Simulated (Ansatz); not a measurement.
Basis-set extrapolation for C$_{4}$H$_{6}$OS, SMILES `C#COCCS` (PBE0-D4/def2-TZVP geometry, frozen core, Ansatz 0.2.0). Multiplicity 1, RHF reference.

```tsv
	def2-TZVPP	def2-QZVPP
HF	-627.364522	-627.386038
MP2 correlation	-1.051560	-1.127374
CCSD(T) correlation	-1.144650	not run
```

Energies in hartree. Use E(X) = E(∞) + A·exp(−7.88·√X) for Hartree–Fock and E(X) = E(∞) + B·X^(−2.97) for correlation, with X = 3 and 4, and add CCSD(T) minus MP2 of the smaller set to the MP2 limit.

Problem. What is the CCSD(T) energy at the basis-set limit?

Solution. HF limit: -627.386038 + (-0.021516) × 0.13774 = -627.38900. MP2 limit: -1.127374 + (-0.075814) × 0.74074 = -1.18353. Higher-order term: -1.144650 − (-1.051560) = -0.09309. Total: -628.66562 hartree, 410.8 kJ/mol below CCSD(T)/def2-TZVPP.
